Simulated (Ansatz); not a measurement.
# The aluminium atom (doublet): from Hartree-Fock to the top rungs, cc-pV(Q+d)Z

Aim: climb from Hartree-Fock through coupled cluster and multireference methods for the aluminium atom (doublet) at one geometry and basis, and see what each rung misses.

Program: Ansatz 0.2.0, Gaussian basis. Level of theory: cc-pV(Q+d)Z, core rule «outside noble gas», up to 5 orbitals frozen. These are calculated values, not measurements.

To be run: CCSD(T) on UHF; BCCD(T) on ROHF; CISD; CCSDT on ROHF; CCSDT on UHF; CASSCF and MRCISD+Q, 3 electrons in 4 orbitals; CASSCF and MRCISD+Q(relaxed), 3 electrons in 4 orbitals; CASSCF and NEVPT4(SD), 3 electrons in 4 orbitals; CASSCF and NEVPT2, 3 electrons in 4 orbitals; Full CI.

### Step 1. The atom

A free atom, in its lowest state of this spin that the program finds.

1 atom, charge 0, spin multiplicity 2.

### Step 2. CCSD(T) on UHF

Contents of in.yaml:

```yaml
crystal:
  periodic: [false, false, false]
  atoms:
    - {symbol: Al, position_ang: [0.000000, 0.000000, 0.000000]}
basis:
  gaussian: {orbitals: "cc-pV(Q+d)Z.json"}
magnetization: {spin_polarized: true, initial_magnetization: 1}
correlation: {method: ccsd_t, electrons: outside_noble_gas}
```

Launch:

```
> ansatz run in.yaml --threads 1 --pin off --events-out ev --progress --plain --max-ram 3916MiB
```

After this run come: BCCD(T) on ROHF; CISD; CCSDT on ROHF; CCSDT on UHF; CASSCF and MRCISD+Q, 3 electrons in 4 orbitals; CASSCF and MRCISD+Q(relaxed), 3 electrons in 4 orbitals; CASSCF and NEVPT4(SD), 3 electrons in 4 orbitals; CASSCF and NEVPT2, 3 electrons in 4 orbitals; Full CI.

Q: Predict the results of all the runs planned. Wanted: FCI below the UHF energy; UMP2 from FCI; UCCSD(T) from FCI; NEVPT2 valence from FCI; NEVPT4(SD) valence from FCI; MRCISD+Q valence from FCI; effectively unpaired electrons.

As calculated:

| quantity | value |
| --- | --- |
| FCI below the UHF energy | -1.4628 eV |
| UMP2 from FCI | +429.9 meV |
| UCCSD(T) from FCI | +12.3 meV |
| NEVPT2 valence from FCI | +227.1 meV |
| NEVPT4(SD) valence from FCI | +30.3 meV |
| MRCISD+Q valence from FCI | -23.4 meV |
| levels within 1 kcal/mol (43 meV) | UCCSD(T), BCCD(T), UCCSDT, NEVPT4(SD) valence, MRCISD valence, MRCISD+Q valence, MRCISD+Q(relaxed) valence |
| effectively unpaired electrons | 1.07 |

What this shows: UCCSD(T) misses by +12.3 meV, 0.8 % of the correlation energy. MRCISD+Q valence, MRCISD+Q(relaxed) valence fall below full CI: the +Q correction isn't variational, and the cores differ from full CI's. One determinant dominates. Of the multireference levels listed MRCISD+Q valence comes nearest in total energy (-23.4 meV), which doesn't show that its space is the better one. These misses are within one basis, not against nature; the frozen cores of restricted and unrestricted runs differ, which can shift their rows.
